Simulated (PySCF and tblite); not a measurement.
The numbers below are computed, except where a source is named.
C3H5NO, numbered as in [N:1]#[C:2][CH2:3][CH2:4][OH:5].

The ensemble was built from 90 distance-geometry starts (ETKDG and KDG, MMFF94s, GFN2-xTB) and rests on PBE0-D3(BJ)/def2-SVP geometries. Energies: PBE0-D3(BJ)/def2-TZVP, with GFN2-xTB thermal terms (modes under about 100 cm⁻¹ blended into free rotors). Symmetry numbers and mirror images are counted. Conformers within 4 kcal/mol (GFN2-xTB free energy) were kept, 7 at most. Codes: tblite and PySCF.

Rotational constants are equilibrium values for the commonest isotopes; dipoles come from the energy level named.

Torsions listed: C2–C3–C4–O5, C3–C4–O5–H5. Of a mirror pair one member is shown.

```tsv
conformer	shape	symmetry
1	60°, -67°	C1 (pair)
2	180°, -179°	Cs
3	-177°, -72°	C1 (pair)
4	65°, -164°	C1 (pair)
5	56°, 64°	C1 (pair)
```

Question: Give the rotational constants and dipole components, as needed to look for these species in a jet-cooled rotational spectrum.

Answer: 
```tsv
conformer	A (MHz)	B (MHz)	C (MHz)	abs μa (D)	abs μb (D)	abs μc (D)	κ	Ic−Ia−Ib (u Å²)
1	10833	3447	2825	1.93	2.50	0.35	-0.84	-14.4
2	27401	2335	2211	3.89	0.37	0.03	-0.99	-6.4
3	26587	2312	2198	3.07	1.42	1.28	-0.99	-7.7
4	11552	3252	2761	4.10	2.40	0.86	-0.89	-16.1
5	11243	3262	2743	3.33	3.38	1.44	-0.88	-15.6
```
